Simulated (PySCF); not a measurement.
Static polarisabilities and like-pair C6 coefficients by linear response at CAM-B3LYP/def2-SVPD (PySCF, frozen core in the response, non-relativistic, gas phase), PBE0-D3(BJ)/def2-SVP geometries, one conformer each; atomic units unless stated.

```tsv
label	species	α	C6
P	`FP(F)F`	25.9	323.1
Q	`C#[N+][S-]`	45.7	653.5
R	`C([C@@H]1[C@H]2CC[C@@]12C#N)(Cl)Cl`	107.5	4921
S	`FC(F)OC1SCCS1`	90.9	3562
T	`CC(C)(C)[SiH2]P`	105.6	4125
U	`[H]/N=C\c1ccc(Cl)cc1`	105.5	3957
```

**Question.** Estimate the unlike-pair coefficients by the rule C6(AB) = 2·C6(AA)·C6(BB) / [C6(AA)·αB/αA + C6(BB)·αA/αB], and compare with the geometric mean, for PQ, PS, PT, QS, QT, QU, RT and TU.

**Answer.** 
```json
{"pair": "PQ", "combination rule": "449.1", "geometric mean": "459.5", "ratio": "0.977"}
{"pair": "PS", "combination rule": "1071", "geometric mean": "1073", "ratio": "0.998"}
{"pair": "PT", "combination rule": "1145", "geometric mean": "1155", "ratio": "0.991"}
{"pair": "QS", "combination rule": "1507", "geometric mean": "1526", "ratio": "0.987"}
{"pair": "QT", "combination rule": "1636", "geometric mean": "1642", "ratio": "0.996"}
{"pair": "QU", "combination rule": "1605", "geometric mean": "1608", "ratio": "0.998"}
{"pair": "RT", "combination rule": "4495", "geometric mean": "4506", "ratio": "0.998"}
{"pair": "TU", "combination rule": "4040", "geometric mean": "4041", "ratio": "1.000"}
```

The rule is exact for one-pole polarisabilities and never exceeds the geometric mean; the two meet where both partners have the same effective excitation energy. These unlike-pair values are estimates, not computed integrals.
